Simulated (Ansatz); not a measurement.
**H5OSi: a trajectory, and a look at its input**

Aim: a trajectory from the structure below. Read the input with care, then see what the program makes of it.

Program: Ansatz 0.2.0, Gaussian basis. Level of theory: PBE0-D4/def2-SVP. These are calculated values, not measurements.

1 further run of the same task is left out (it didn't finish).

**1. The structure**

```
O    -0.0740   -1.0091    0.0208
Si    0.0996    0.8751   -0.0883
H    -0.9036   -1.4759   -0.1663
H     0.5253   -1.5709    0.5374
H    -0.7039    1.0242   -1.2900
H    -0.4923    1.2759    1.1795
H     1.5490    0.8806   -0.1931
```

**2. The run**

The input, run/in.yaml:

```yaml
crystal:
  periodic: [false, false, false]
  atoms:
    - {symbol: O, position_ang: [-0.073970, -1.009150, 0.020780]}
    - {symbol: Si, position_ang: [0.099590, 0.875100, -0.088300]}
    - {symbol: H, position_ang: [-0.903650, -1.475870, -0.166290]}
    - {symbol: H, position_ang: [0.525280, -1.570850, 0.537390]}
    - {symbol: H, position_ang: [-0.703940, 1.024240, -1.289960]}
    - {symbol: H, position_ang: [-0.492260, 1.275950, 1.179480]}
    - {symbol: H, position_ang: [1.548950, 0.880580, -0.193090]}
basis:
  gaussian: {orbitals: def2-SVP}
total_charge: 1
hamiltonian: {xc: pbe0, dispersion: d4}
md: {n_steps: 30, timestep: 0.5, temperature: 1000, ensemble: nose, seed: 528, initial_velocities: maxwell_boltzmann}
```

On the command line:

```
$ ansatz run in.yaml --threads 2 --pin off --events-out ev --progress --plain --max-ram 3481MiB
```

Before running it: what results should come out? Wanted: this run.

As calculated:

```
quantity             value
this run           refused
   fault  unknown ensemble
```

The ensemble's name is not one that the program knows.
